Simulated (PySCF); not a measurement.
What binds PS: the parts of the energy along the bond

State: ²Π, doublet, unpaired electrons π ↑. ROHF-based CCSD(T) in PySCF 2.14 with P cc-pV(T+d)Z, S cc-pV(T+d)Z and P cc-pV(Q+d)Z, S cc-pV(Q+d)Z (frozen core orbitals: 10; no relativity). Correlation energies are extrapolated as n⁻³ (n = 3, 4), Hartree–Fock as (n+1)·exp(−9√n). SR is the spin-free X2C energy in P cc-pVTZ-DK, S cc-pVTZ-DK less the non-relativistic one in P cc-pVTZ, S cc-pVTZ. All energies in eV from P + S.

```
 R (Å)  HF/CBS  CCSD corr.      (T)      SR   total
1.6730  -0.790      -2.200  -0.2601  0.0038  -3.246
1.7490  -1.494      -2.236  -0.2849  0.0083  -4.006
1.8251  -1.801      -2.279  -0.3133  0.0109  -4.383
1.9011  -1.825      -2.330  -0.3450  0.0119  -4.488
1.9772  -1.650      -2.386  -0.3802  0.0120  -4.404
2.0722  -1.246      -2.464  -0.4286  0.0113  -4.127
2.1673  -0.715      -2.549  -0.4815  0.0100  -3.735
```

A fit to the total gives Re = 1.9007 Å, De = 4.488 eV, ωe = 747.6 cm⁻¹, Be = 0.2966 cm⁻¹ (masses 30.9738 and 31.9721 u).

At R = 1.9011 Å the CCSD correlation energy is -0.320380 hartree in the smaller basis and -0.340655 in the larger. Extrapolate it.

(4³·E4 − 3³·E3)/(4³ − 3³) = -0.35545 hartree; the larger basis holds 95.8 % of it.

The T1 diagnostic is 0.029. The state was picked by a PBE0 search and need not be the measured ground state. Spin–orbit coupling, excitations beyond (T) and corrections to the Born–Oppenheimer picture are left out.
